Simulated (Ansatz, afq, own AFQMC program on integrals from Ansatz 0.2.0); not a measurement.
# NH$_{3}$⁺, doublet in cc-pVDZ, levels against CCSDT(Q)

```
atom    x (Å)    y (Å)    z (Å)
   N   0.0000   0.0000   0.0000
   H   1.0240   0.0138  -0.0001
   H  -0.5239   0.8799  -0.0028
   H  -0.5001  -0.8937   0.0028
```

Basis cc-pVDZ. Only valence electrons are correlated. Ansatz 0.2.0 and our own AFQMC program on the same integrals; the CISD trial comes from CCSD amplitudes, and released means the phaseless constraint is let go. Free projection: walkers drawn from exp(T), propagated without any constraint. Its projection time is finite, and what remains of the start isn't in its error. ± is one standard error of the sampling.

Determinant: UHF, the one that the program's search chose, which needn't be the lowest solution. The geometry is a PBE0/def2-TZVP stationary point of this or a neighbouring charge and spin state.

No full CI on the walks' own integrals is used here; CCSDT(Q) serves as the reference and is uncertain by about the last step of the cluster series.

The T1 diagnostic is 0.0066, the weight of the determinant in the CISD state is 0.948 and the ⟨S²⟩ of the determinant is 0.761. The size of the correlated space is 7 electrons in 28 orbitals.

Reference: CCSDT(Q), correlation energy -4.501 eV. The released energy is read at 2.40 1/Eh (meV from the phaseless value at times in 1/Eh: 2 ± 6 at 0.24, 3 ± 4 at 0.51, 3 ± 5 at 0.99, 5 ± 5 at 1.62, 11 ± 5 at 2.40).

```csv
level,E − E(reference) (kcal/mol),share of correlation (%)
HF,103.80,0.00
MP2,14.88,85.66
CCSD,1.83,98.24
CCSD(T),0.30,99.71
CCSDT,0.10,99.90
ph-AFQMC/HF,-2.22 ± 0.82,102.14
ph-AFQMC/CISD,-0.03 ± 0.13,100.03
released AFQMC,0.23 ± 0.11,99.78
free AFQMC,0.19 ± 0.19,99.82
```

Free projections are given only where their last times agree within the noise and don't stop above the reference; a slow remainder of the start can still hide under it. A walk keeps the symmetry of its determinant, which the program's search chose and which needn't be the lowest solution, so a lower state of the same spin and another symmetry isn't excluded. Released energies are given only where the last usable release times agree within the noise; a slower fall can still hide under it.
